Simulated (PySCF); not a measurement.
Species: C₃H₈N₂.
SMILES: `NNC1CC1`

Torsions of this conformer, `[NH2:1][NH:2][CH:3]1[CH2:4][CH2:5]1`: N1–N2–C3–C4 -149°, H–N1–N2–C3 -77°, H–N1–N2–C3 41°.

The closed-shell ground state was solved at several levels (PySCF, density fitting, gas phase, non-relativistic). One conformer (not necessarily the lowest) at the GFN2-xTB geometry, without solvent, vibrations or thermal averaging.

```
        level  basis functions  total energy (Eh)  HOMO (eV)  LUMO (eV)  gap (eV)  dipole (D)
  B3LYP/pcJ-1              215          -228.5766      -6.19       1.23      7.42        1.84
PBE0/pcSseg-1              125          -228.2648      -6.46       1.53      7.99        1.86
```

Q: Estimate the row for CAM-B3LYP/def2-SVPD, a basis of 164 functions; the other rows only guide the guess.

A: Total energy -228.2930 Eh, HOMO -7.98 eV, LUMO 1.47 eV, gap 9.45 eV, dipole 1.93 D.

Q: Over all these levels, which gives the widest orbital gap and which the narrowest?

A: CAM-B3LYP/def2-SVPD (range-separated hybrid) has the widest, 9.45 eV, and B3LYP/pcJ-1 (global hybrid, 20 % exact exchange) the narrowest, 7.42 eV. Functional and basis both differ between the two, so the spread mixes both effects.

Q: How far do the dipole and the HOMO energy spread over the levels?

A: The dipole runs from 1.84 to 1.93 D (mean 1.88 D) and the HOMO from -7.98 to -6.19 eV.
